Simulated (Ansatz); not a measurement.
# Active spaces for CH3NO, singlet

Computed with Ansatz's Gaussian-basis code (development build). Basis cc-pVTZ, nonrelativistic, 3 orbitals frozen in the corrections. State-specific CASSCF; RHF is the lowest restricted (open-shell) Hartree–Fock solution met. Solutions may break the symmetry of the shape. The lowest solution met needn't be the lowest there is, nor hold the orbitals that a chemist would pick.

Geometry:

```xyz
6

C     0.0000    0.4165    0.0000
O     1.1988    0.2320    0.0000
N    -0.9396   -0.5570    0.0000
H    -0.4440    1.4260    0.0000
H    -0.6500   -1.5170    0.0000
H    -1.9170   -0.3430    0.0000
```

(1) What do CASSCF and its corrections give against RHF in CAS(4,3), and what are the occupations?

(2) Roughly how much CPU time does a whole run from the default start take (median of such runs, summed over threads; nearly all runs on one pinned thread of a shared server, mostly Xeon at 2.3 to 2.6 GHz, by a development driver)?

Results:

(1) CASSCF -0.754 eV, SC-NEVPT2 -16.233 eV; occupations 2.00, 1.95, 0.05.

(2) CAS(4,3): about 52 s. Other jobs ran beside these, and the count of passes differs.
